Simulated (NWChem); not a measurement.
# Correlation energy of HS

```xyz
2

S      0.0000     0.0000     0.0796
H      0.0000     0.0000    -1.2741
```
Charge 0, spin multiplicity 2.

Everything below was run with NWChem. All single points use one geometry, from UPBE0/def2-SVP, a minimum by its harmonic frequencies.

Basis set: cc-pVDZ. Each correlation energy counts from its own Hartree-Fock reference.

The correlated methods keep 5 core orbitals frozen. The structure started from a generated list of species. The unpaired electrons of the parent sit in orbitals of symmetry b2 (C2v labels of the run); other states weren't searched. The stability of the SCF solutions was not checked. Open-shell Hartree-Fock references start from PBE0 orbitals. No row is a measurement; the coupled-cluster row has its own basis-set and correlation limits.

Q: One of these methods gave a correlation energy of -135.8 mHa. Which?
A. CCSD(T) on ROHF
B. SCS-UMP2
C. CCSD on UHF
D. CCSD(T) on UHF

A: D, CCSD(T) on UHF. The others give -113.2 (SCS-UMP2), -140.1 (CCSD(T) on ROHF), -133.6 (CCSD on UHF).
